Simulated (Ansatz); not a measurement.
# CHN (singlet): from Hartree-Fock to the top rungs at scale of all distances = 1.098, 6-31G

How much of the correlation energy of CHN (singlet) does each wave-function method recover here?

Method: 6-31G, core rule «outside noble gas», up to 2 orbitals frozen; program: Ansatz 0.2.0, Gaussian basis.

The runs, in order: UHF; CCSD(T) on RHF; BCCD(T) on RHF; CISD; CCSDT(Q) on RHF; CISDTQ; CCSDTQ on RHF; CASSCF and MRCISD+Q, 2 electrons in 2 orbitals; CASSCF and NEVPT2, 2 electrons in 2 orbitals; CASSCF and MRCISD+Q, 10 electrons in 9 orbitals; CASSCF and NEVPT2, 10 electrons in 9 orbitals; Full CI.

13 further runs of the same task are left out: 11 that didn't finish, 2 set aside as unsound or not needed.

## (1) The system

The geometry derives from a PBE0/def2-TZVP stationary point (not a proven minimum). All distances are scaled together.

3 atoms, charge 0, spin multiplicity 1.

Atoms are counted from 1 here; the program's logs count them from 0.

Bond lengths: N1–C2 1.277 Å, N1–H3 1.095 Å. Angles: C2–N1–H3 180.0°.

## (2) UHF

Contents of in.yaml:

```yaml
crystal:
  periodic: [false, false, false]
  atoms:
    - {symbol: N, position_ang: [0.000000, 0.000000, 0.060931]}
    - {symbol: C, position_ang: [0.000000, 0.000000, -1.216557]}
    - {symbol: H, position_ang: [0.000000, 0.000000, 1.155625]}
basis:
  gaussian: {orbitals: 6-31G}
magnetization: {spin_polarized: true, initial_magnetization: 0}
hamiltonian: {xc: hf}
output: {orbitals: {seedname: orbitals}}
```

The run is started by

```bash
> ansatz run in.yaml --threads 1 --pin off --events-out ev --progress --plain --max-ram 2393MiB
```

After this run come: CCSD(T) on RHF; BCCD(T) on RHF; CISD; CCSDT(Q) on RHF; CISDTQ; CCSDTQ on RHF; CASSCF and MRCISD+Q, 2 electrons in 2 orbitals; CASSCF and NEVPT2, 2 electrons in 2 orbitals; CASSCF and MRCISD+Q, 10 electrons in 9 orbitals; CASSCF and NEVPT2, 10 electrons in 9 orbitals; Full CI.

Q: Predict the results of all the runs planned. Wanted: FCI below the RHF energy; RMP2 from FCI; RCCSD from FCI; RCCSD(T) from FCI; RCCSDT(Q) from FCI; NEVPT2 pair from FCI; MRCISD+Q pair from FCI; NEVPT2 valence from FCI; T1 diagnostic.

The runs gave:

| quantity | value |
| --- | --- |
| FCI below the RHF energy | -6.1926 eV |
| RMP2 from FCI | +440.1 meV |
| RCCSD from FCI | +334.2 meV |
| RCCSD(T) from FCI | +36.9 meV |
| RCCSDT(Q) from FCI | -0.8 meV |
| NEVPT2 pair from FCI | +545.3 meV |
| MRCISD+Q pair from FCI | +180.6 meV |
| NEVPT2 valence from FCI | +426.0 meV |
| levels within 1 kcal/mol (43 meV) | RCCSD(T), BCCD(T), RCCSDT, RCCSDT(Q), RCCSDTQ, MRCISD+Q valence |
| T1 diagnostic | 0.027 |
| effectively unpaired electrons | 0.12 |

In words: RCCSD(T) lands +36.9 meV from the yardstick (0.6 % of the correlation energy). One determinant dominates. Of the multireference levels listed MRCISD+Q valence comes nearest in total energy (+32.4 meV), which doesn't show that its space is the better one. These misses are within one basis, not against nature.
